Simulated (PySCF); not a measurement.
# Spin-rotation constants: `c1c[cH+]1`, [C₃H₃]+, charge +1

Molfile (atoms numbered from 1):
```
C3H3
     RDKit          3D

  6  6  0  0  0  0  0  0  0  0999 V2000
   -0.3971   -0.6793   -0.0120 C   0  0  0  0  0  0  0  0  0  0  0  0
   -0.3893    0.6845    0.0045 C   0  0  0  0  0  0  0  0  0  0  0  0
    0.7879   -0.0043    0.0097 C   0  0  0  0  0  0  0  0  0  0  0  0
   -0.9493   -1.6234   -0.0295 H   0  0  0  0  0  0  0  0  0  0  0  0
   -0.9307    1.6350    0.0098 H   0  0  0  0  0  0  0  0  0  0  0  0
    1.8818   -0.0107    0.0221 H   0  0  0  0  0  0  0  0  0  0  0  0
  1  2  2  0
  2  3  1  0
  3  1  1  0
  1  4  1  0
  2  5  1  0
  3  6  1  0
M  CHG  1   3   1
M  END
```

Computed with GIAO B3LYP/IGLO-II magnetisability, rotational g tensor and spin-rotation constants, non-relativistic, gas phase (PySCF 2.14.0). Geometry: PBE0-D3(BJ)/def2-SVP.

For an ion the centre-of-mass motion in the field is neglected.

Give the nuclear spin-rotation constants along the inertial axes (H = +C I·J) beside the isotropic shieldings.

Rotational constants 30.6054, 30.6048, 15.3026 GHz. A star marks the isotopologue with that one atom substituted, in its own axes.
```
atom  isotope  Caa (kHz)  Cbb (kHz)  Ccc (kHz)  mean (kHz)  σ (ppm)
  H4       1H     -0.134     -0.134     -1.896      -0.721     21.2
  H5       1H     -0.134     -0.134     -1.896      -0.721     21.2
  H6       1H     -0.134     -0.134     -1.896      -0.721     21.2
  C1     13C*     16.407     16.789      0.949      11.382      1.8
```
Where two moments of inertia are equal or nearly so, the constants along those axes are given as their average.
For the geometry as given, no vibrational averaging.
